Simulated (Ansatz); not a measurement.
For zinc-blende GaP, PBE (PAW; Ansatz, a first-principles code) gives:

```
Item                               Value
------------------------------  --------
elastic constant C11             125 GPa
elastic constant C44            64.5 GPa
Voigt–Reuss–Hill shear modulus  51.3 GPa
```

### Question
What does r²SCANh (PAW; Ansatz) give for the same quantities?

### Answer

- elastic constant C11: 147 GPa (goes up by 18 %)
- elastic constant C44: 74.9 GPa (rises by 16 %)
- Voigt–Reuss–Hill shear modulus: 59.4 GPa (goes up by 16 %)

For comparison: elastic constant C11 140 GPa (measured, temperature not stated, not corrected to a static lattice; as tabulated in Råsander and Moram (2015), arXiv:1505.02379); elastic constant C44 70 GPa (measured, temperature not stated, no zero-point or thermal correction; as tabulated in Råsander and Moram (2015), arXiv:1505.02379).

Changes are worked out from the printed values.

Unless a cell is named, each level is at its own relaxed cell (PBE 20.87, r²SCANh 20.17 Å³/atom).

Ansatz's density-functional and Hartree–Fock values are scalar-relativistic unless marked +SOC, with PAW data made under PBE.
